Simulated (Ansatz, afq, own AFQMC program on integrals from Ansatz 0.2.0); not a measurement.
Two steps: Ansatz 0.2.0 writes the Fock matrix and Cholesky factors of the valence space, and afq projects on them the lowest state that overlaps trial and start.

```yaml
crystal:
  periodic: [false, false, false]
  atoms:
    - {symbol: Ge, position_ang: [0.000000, 0.000000, 0.000000]}
    - {symbol: Al, position_ang: [0.000000, 0.000000, 5.529000]}
basis:
  gaussian: {orbitals: cc-pVDZ}
magnetization: {spin_polarized: true, initial_magnetization: 3}
correlation: {method: ccsd_t, electrons: outside_noble_gas, hamiltonian_folder: ham}
```

```sh
$ ansatz run in.yaml --threads 1 --pin off --events-out ev --progress --plain --max-ram 16896MiB --backend cuda --devices 0, --max-vram 18GiB
```

Options of the walk:

```
--method phaseless --trial cisd --walkers 4000 --populations 20 --least-time 60 --time-step 0.005 --steps-per-block 50 --equilibration-blocks 40 --max-blocks 4000 --target-error 0.00032 --factor-cut 1e-05 --start spin_pure --seed 4440 --release-times 0.24,0.51,0.99,1.62,2.4 --release-step 0.03 --release-every 3 --taylor-order 6
```

Times are imaginary, in 1/Eh. The walk had a cap of 122 s. With eight or more populations the least sampling time is a fifth of least-time, and the error comes from their spread. Filled inner d shells are frozen with the cores.

afq prints:

```
orbitals 26  electrons 5 2  factors 147 of 511
reference energy -2317.16666265 Eh
CCSD correlation -0.10354067 Eh in 14 cycles, weight of the determinant in the CISD state 0.8876
energy of the start -2317.269982 Eh
 block  time / (1/Eh)  mean weight  energy / Eh
     1     0.250  1.0000  -2317.269156
     2     0.500  1.0000  -2317.268994
     3     0.750  1.0000  -2317.269146
     4     1.000  0.9999  -2317.269503
     5     1.250  1.0001  -2317.269815
    10     2.500  1.0001  -2317.271226
    19     4.750  1.0001  -2317.271838
    29     7.250  1.0001  -2317.272414
    39     9.750  0.9999  -2317.272452
    49    12.250  1.0003  -2317.271834
    59    14.750  1.0001  -2317.271841
    69    17.250  0.9996  -2317.271979
    71    17.750  1.0001  -2317.271538
    79    19.750  0.9999  -2317.271764
    89    22.250  1.0001  -2317.271818
error from the spread of 20 populations
released: time / (1/Eh)  energy / Eh  error  mean overlap
  0.24  -2317.272122  0.000167  1.0011
  0.51  -2317.272089  0.000061  1.0002
  0.99  -2317.272164  0.000043  1.0010
  1.62  -2317.272271  0.000052  1.0001
  2.40  -2317.272262  0.000053  1.0010
energy -2317.271906 +/- 0.000077 Eh
(rows thinned)
```

The run passed its tests (sampling time, drift between the halves within three errors, error under three times the target), which doesn't prove that it has relaxed.

Against this walk (error 2.1 meV) on the same determinant: CCSD(T) 7.0 meV higher, CCSDT(Q) 16.1 meV lower, CCSDTQ 24.1 meV lower, full CI 25.5 meV lower. The error is statistical and leaves out the bias of the constraint. Released to 2.40 1/Eh the energy lies 10 ± 3 meV (both errors) below the phaseless value, which shows part or all of the bias of the constraint, and full CI lies 15.8 meV below the released value. Full CI is exact here, so the walk's 26 meV above it is the walk's own error: the bias of the constraint with this trial.

Cautions: constraint bias not in the error; no relativity below Rb; no spin-orbit coupling; inner d shell frozen; lower spins were not checked; the released energy hasn't reached full CI (16 meV above it at 2.40 1/Eh).

The walk took 28 s on 1 × NVIDIA H100 80GB HBM3 with 2 threads of AMD EPYC 7R13 Processor (Zen 3), with other jobs on the host (the card was shared). The log's last line is the phaseless energy.

CCSDT and higher add their correlation energy to the determinant of the CCSD(T) run, since their own runs factorise the integrals more tightly (a shift of under 2 meV). A walk keeps the symmetry of its determinant, which the program's search chose and which needn't be the lowest solution, so a lower state of the same spin and another symmetry isn't excluded.
